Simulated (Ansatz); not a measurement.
# Where PBE holds and where it fails for rhombohedral A7 As

Programs: Ansatz (a program for electronic structure).

Q: For which of these properties of rhombohedral A7 As does PBE miss the measurement, in which direction and by how much: lattice constant a, lattice parameter c, cohesive energy?

A: PBE is well off the measurement for the lattice constant a (+1.20 %, at least halved by LDA); lattice parameter c (+4.48 %). It does well for the cohesive energy (+0.01 eV/atom).

```csv
property,PBE,LDA,PBEsol,PBE-D3(BJ),reference,PBE less reference
lattice constant a (Å),3.805,3.760,3.782,3.783,3.760,+1.20 %
lattice parameter c (Å),10.909,9.989,10.112,10.118,10.441,+4.48 %
bulk modulus B0 (GPa),22.9,55.0,49.4,48.8,40.8,not scored
cohesive energy (eV/atom),2.97,3.99,3.41,3.38,2.96,+0.01 eV/atom
elastic constant C11 (GPa),116,151,143,144,–,–
elastic constant C33 (GPa),24.5,64.0,56.1,56.0,–,–
elastic constant C44 (GPa),27.5,55.1,50.3,52.4,–,–
Voigt–Reuss–Hill bulk modulus (GPa),37.3,60.6,55.9,55.0,–,–
Voigt–Reuss–Hill shear modulus (GPa),22.7,41.1,38.0,39.1,–,–
```

Where no measured value is used, PBE differs from PBE-D3(BJ) by -19.4 % in the elastic constant C11; from PBE-D3(BJ) by -56 % in the elastic constant C33; from PBE-D3(BJ) by -48 % in the elastic constant C44; from PBE-D3(BJ) by -32 % in the Voigt–Reuss–Hill bulk modulus; from PBE-D3(BJ) by -42 % in the Voigt–Reuss–Hill shear modulus.

Low-temperature values still hold zero-point motion unless their source removed it.

Called good within 0.30 % for the lattice constant a, 0.50 % for the lattice parameter c, 0.10 eV/atom for the cohesive energy (and 5 % of it).

Called well off beyond 0.83 % for the lattice constant a, 1.25 % for the lattice parameter c, 1.00 eV/atom for the cohesive energy (bounds picked here from the quality of each reference).

Not scored: bulk modulus (one unchecked source).

Free atoms are spin-polarised, in the lowest state found; at levels without +SOC their spin–orbit coupling is left out.

Differences are worked out from the printed values.

The references are measured values: lattice constant a low temperature, lattice parameter c low temperature, bulk modulus corrected to a static lattice, unchecked, cohesive energy low temperature, unchecked.

Unless a row names a cell, each level is at its own relaxed cell.

Caveats: LDA has no dispersion term either, though it tends to give short spacings of layers, chains or molecules (LDA); for a layered or molecular solid the relaxed cell lies over 5 % above the published volume, where the minimum can be shallow (PBE); the cell comes from a level without a dispersion term, which matters for the spacing of layers, chains or molecules (PBE, PBEsol); the dispersion coefficients are held fixed in the derivatives (PBE-D3(BJ)). Ansatz's density-functional and Hartree–Fock values are scalar-relativistic unless marked +SOC, with PAW data made under PBE.

References as tabulated in Schiferl, Barrett, J. Appl. Cryst. 2, 30 (1969), as in the American …; Lejaeghere et al. (2013), arXiv:1204.2733; Kittel's textbook.
